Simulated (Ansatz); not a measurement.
A nudged elastic band was laid between two geometries of BFH₄O (7 atoms, charge 0, multiplicity 1).

Computed with RKS PBE-D4/cc-pVDZ (Ansatz 0.2.0).

| Property | Result |
| --- | --- |
| movable images | 5 |
| climbing image | yes |
| spring | 5.0 eV/Å² |
| optimiser | quadratic models (default) |
| start path | through a guess of the saddle point |
| force threshold | 0.03 eV/Å |
| iteration limit | 60 |
| end points | relaxed |

Initial state:

```xyz
7
Properties=species:S:1:pos:R:3
B 0.045 0.044 0.121
H 0.190 0.668 1.166
H 0.934 0.035 -0.721
F -1.257 0.023 -0.386
O 0.204 -1.596 0.739
H -0.060 -2.169 -0.014
H -0.534 -1.693 1.380
```

Final state:

```xyz
7
Properties=species:S:1:pos:R:3
B -0.093 -0.305 -0.989
H 0.419 -0.847 3.400
H 0.658 0.634 -1.113
F -0.873 -0.702 -2.022
O -0.149 -0.959 0.202
H -0.794 -1.696 0.174
H 0.353 -0.812 2.633
```

Question: Which bonds break or form, and what moves?

Answer: Bonds broken: B1–H2, O5–H7. Bonds formed: H2–H7. BFH4O becomes BFH2O + H2.

Question: What energy profile does the band end with?

Answer: The run converged. The highest image is number 2 of 0 to 6, 0.77 eV above the first end and 1.70 eV above the last; the last end lies 0.93 eV below the first. Neighbouring images differ by up to 1.6 eV, so the band resolves the path poorly. A vibrational analysis at the climbing image gives one clearly imaginary mode, 1204i cm⁻¹: a first-order saddle point. The orbitals stay closed-shell, which can raise the energy where a bond breaks towards radicals; this wasn't checked here.

```
image  path coordinate (Å)  energy (eV)  B1–H2 (Å)  O5–H7 (Å)  H2–H7 (Å)
    0                 0.00         0.00       1.23       0.98       2.48
    1                 0.92         0.02       1.23       0.98       2.13
    2                 1.85         0.77       1.40       1.27       1.05
    3                 2.96        -0.78       2.41       2.31       0.77
    4                 4.08        -0.91       3.44       2.62       0.77
    5                 5.19        -0.93       4.10       2.52       0.77
    6                 6.30        -0.93       4.45       2.49       0.77
```

Question: What is the geometry of the highest image?

Answer: 
```xyz
7
Properties=species:S:1:pos:R:3:forces:R:3
B 0.041 -0.237 0.006 -0.02 0.00 0.00
H -0.119 0.161 1.338 0.00 0.00 0.00
H 1.044 0.299 -0.415 0.00 0.00 0.01
F -1.158 -0.070 -0.641 0.00 0.00 0.00
O 0.278 -1.754 0.412 0.02 -0.03 0.01
H -0.585 -2.203 0.279 -0.01 0.01 -0.01
H 0.021 -0.883 1.306 0.00 0.02 -0.02
```

The run took 2.2 min on 1 thread of Arm Neoverse V1, with other jobs on the host, peak memory 0.1 GiB.
